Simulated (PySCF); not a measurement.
## Static response to an electric field

C4H4F2.
SMILES with atom numbers: `[CH3:1][C:2]#[C:3][CH:4]([F:5])[F:6]` (hydrogens: H7, H8, H9 on C1; H10 on C4)

Cartesian coordinates in Å at the GFN2-xTB level; atoms count from 1:
```
atom  x, y, z in Å
C1    -2.0720   -0.0709   -0.1662
C2    -0.6328   -0.0306   -0.1946
C3     0.5654   -0.0208   -0.2470
C4     2.0158    0.0364   -0.2519
F5     2.5338   -0.3966    0.9285
F6     2.4621    1.3105   -0.4159
H7    -2.4028   -0.8977    0.4607
H8    -2.4597   -0.2089   -1.1746
H9    -2.4578    0.8621    0.2417
H10    2.4570   -0.5788   -1.0560
```

Level: CAM-B3LYP/def2-SVPD (PySCF), static field, nuclei fixed, core orbitals frozen in the response. The polarisability tensor in these axes (au):

```
x   71.33  1.21 -0.19
y    1.21 39.53 -0.54
z   -0.19 -0.54 39.23
```

Task: Give the principal values, the mean and the anisotropy Δα = √{½[(α1 − α2)² + (α2 − α3)² + (α1 − α3)²]}.

Result: Principal values 38.81, 39.90 and 71.38 au; mean 50.03 au = 7.41 Å³ = 8.25 × 10⁻⁴⁰ C²·m²/J; Δα = 32.03 au (64 % of the mean).

Task: What is the dipole moment, and where does it point?

Result: (-2.83, -1.08, -1.22) D, 3.26 D in size, pointing from the negative to the positive side. Measured along this direction, the outermost atoms are F6 and F5 at the negative end and H8 at the positive end.

Task: Refractivity n − 1 of an ideal gas of it at 350 K and 1 atm, from the electronic α?

Result: N = p/kT = 2.0968 × 10¹⁹ cm⁻³, so n − 1 = 2π × N × 7.41 × 10⁻²⁴ cm³ = 977 × 10⁻⁶ at long wavelengths, for an ideal gas.

Task: Rayleigh depolarisation ratio (linearly polarised light, static tensor)?

Result: ρ = 3Δα²/(45ᾱ² + 4Δα²) = 3078.4/(112637 + 4104.6) = 0.0264.

Task: Find the Langevin capture rate constant for NH4+ (18.034 u) meeting this molecule (90.028 u), k = 2.342 × 10⁻⁹ cm³/s × √(α in Å³ / reduced mass in u).

Result: The reduced mass is 15.02 u, so k = 1.65 × 10⁻⁹ cm³/s. The formula leaves out the permanent dipole, which adds to the capture rate.

Task: Estimate the molar refractivity from the static electronic polarisability.

Result: Lorentz–Lorenz: R = (4π/3)N_A α = 2.5225 cm³/(mol·Å³) × 7.41 Å³ = 18.7 cm³/mol, in the limit of long wavelengths.

Task: In a dilute gas of rigid molecules at 298 K, how does the orientational term μ²/3kT compare with the electronic polarisability?

Result: In Gaussian units μ²/3kT = 86.27 Å³ against 7.41 Å³, a ratio of 11.64; the Debye molar polarisation (4π/3)N_A(α + μ²/3kT) is 236.3 cm³/mol, leaving out the vibrational part.

Isolated species at its GFN2-xTB geometry, gas phase.
